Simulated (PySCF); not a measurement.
Input and output of a geometry optimisation on `C=C/C=C/F`.

Level of theory: PySCF, PBE0-D3(BJ)/def2-TZVP geometry optimisation, gas phase.

Input of the driver that calls PySCF (job settings, then Cartesian coordinates in Å, the GFN2-xTB start):

```
{"job": {"xc": "PBE0", "basis": "def2-TZVP", "d3": "d3bj", "grid": 2, "kind": "geom"}, "charge": 0, "multiplicity": 1}
C     -1.8133     0.3999     0.0466
C     -0.6096     0.0075     0.4499
C      0.5517    -0.0009    -0.4083
C      1.7489    -0.3960     0.0061
F      2.8163    -0.3959    -0.8077
H     -2.6631     0.3965     0.7063
H     -1.9881     0.7388    -0.9611
H     -0.4545    -0.3292     1.4663
H      0.4247     0.3312    -1.4289
H      1.9960    -0.7472     0.9978
```

Output:

```
step   0  E = -255.04537408  max force = 0.006457
step   1  E = -255.04472032  max force = 0.002801
step   2  E = -255.04537667  max force = 0.003092
step   3  E = -255.04549597  max force = 0.002465
step   4  E = -255.04559667  max force = 0.001771
step   5  E = -255.04561789  max force = 0.002010
step   6  E = -255.04564075  max force = 0.001062
step   7  E = -255.04564381  max force = 0.000906
step   8  E = -255.04565622  max force = 0.000186
optimisation converged
```

Energies are in Eh and forces in Eh/bohr. The run used 185 basis functions and 69 SCF iterations in all.

Task: How much energy does the optimisation gain, and how much of it in the first step?

Result: 0.18 kcal/mol (8 meV) from step 0 to step 8; the first step changes the energy by +0.41 kcal/mol. The largest force component goes from 0.0065 to 0.00019 Eh/bohr.

Final geometry (Å):

```xyz
10
angstrom
C     -1.7876   -0.4131   -0.2677
C     -0.6097   -0.2512    0.3330
C      0.5704    0.2755   -0.3141
C      1.7226    0.4218    0.3272
F      2.8111    0.9059   -0.2732
H     -2.6413   -0.8152    0.2629
H     -1.9316   -0.1484   -1.3099
H     -0.5064   -0.5283    1.3798
H      0.5131    0.5604   -1.3604
H      1.8987    0.1720    1.3679
```

Point group Cs. Not checked by PBE0-D3(BJ)/def2-TZVP frequencies. After the best overlay, start and end differ by 0.02 Å (root mean square over atoms). The end geometry stands in another orientation or position than the input.

Bond lengths before and after (atoms numbered from 1 in input order):

```csv
bond,start (Å),end (Å),change (Å)
C1=C2,1.329,1.332,+0.003
C2–C3,1.444,1.445,+0.001
C3=C4,1.327,1.327,0.000
C4–F5,1.342,1.334,-0.008
C1–H6,1.076,1.083,+0.007
C1–H7,1.077,1.085,+0.008
C2–H8,1.082,1.088,+0.006
C3–H9,1.081,1.086,+0.005
C4–H10,1.081,1.085,+0.004
```
